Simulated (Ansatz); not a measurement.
`CCC#CCC` at its PBE0-D4/def2-TZVP geometry, where that method's forces vanish. Total charge 0; spin multiplicity 1.

```xyz
16

C     1.0236    0.9371   -2.3362
C     0.4795   -0.4638   -2.0680
C     0.0069   -0.6347   -0.7029
C    -0.3781   -0.7545    0.4307
C    -0.8358   -0.8721    1.8064
C    -0.6619    0.4192    2.6018
H     1.8624    1.1596   -1.6744
H     1.3674    1.0237   -3.3692
H     0.2529    1.6907   -2.1654
H    -0.3400   -0.6809   -2.7617
H     1.2565   -1.2078   -2.2748
H    -0.2906   -1.6852    2.2980
H    -1.8902   -1.1691    1.8100
H     0.3883    0.7142    2.6356
H    -1.2244    1.2345    2.1436
H    -1.0164    0.2891    3.6266
```

Problem. What forces (eV/Å) does ωB97M-V/def2-TZVPP give on these atoms in Ansatz? (An estimate is asked.)

Solution. The calculation gave: 
```
C1   0.063  0.160 -0.034
C2   0.064 -0.159 -0.382
C3  -0.186 -0.050  0.557
C4   0.192  0.069 -0.553
C5  -0.168 -0.232  0.305
C6   0.019  0.147  0.094
H7  -0.060 -0.017 -0.046
H8  -0.026 -0.001  0.085
H9   0.054 -0.055 -0.011
H10  0.076  0.022  0.071
H11 -0.074  0.072  0.025
H12 -0.049  0.079 -0.051
H13  0.102  0.031 -0.006
H14 -0.075 -0.022 -0.004
H15  0.040 -0.059  0.031
H16  0.030  0.016 -0.082
```
